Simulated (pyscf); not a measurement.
A first-order saddle from PySCF, ωB97X-D3(BJ)/def2-SVP:

```xyz
9

Sb     1.2348     1.1697     0.9378
F      0.7122    -0.8763     0.9593
F      1.6039     0.8607    -0.9134
F      0.4193     2.8783     0.4889
Si    -1.2672    -0.6056     0.6214
H     -0.7035     0.8637     0.8739
H     -0.9791    -1.2142    -0.6965
H     -1.4341    -1.4301     1.8427
H     -2.6214     0.0346     0.4421
```
Charge 0, spin multiplicity 1.

Surface: singlet, charge 0. Lowest wavenumbers (cm⁻¹): 211i, 50, 120, 179, 214.

Q: Which two sides does it connect, and which bonds change?

A: F–Sb(F)–F + silane (SiH₄) ⇌ F–SbH–F + F–SiH₃, a four-centre exchange read from left to right: F–Sb, H–Si broken and H–Sb, F–Si formed. At ωB97M-D3(BJ)/def2-TZVP it lies +23.6 kcal/mol from the left side and +30.5 kcal/mol from the right (each side as separated species at their lowest minima found). On the product side the descent ends in a complex, 6.8 kcal/mol under the separated species and 33.8 kcal/mol under the saddle at ωB97X-D3(BJ)/def2-TZVP. At ωB97X-D3(BJ) the barrier from the zero used here is 20.9 kcal/mol. One saddle was located; it need not be the lowest between these sides. Elements past Kr carry the def2 core potentials, without spin-orbit coupling.
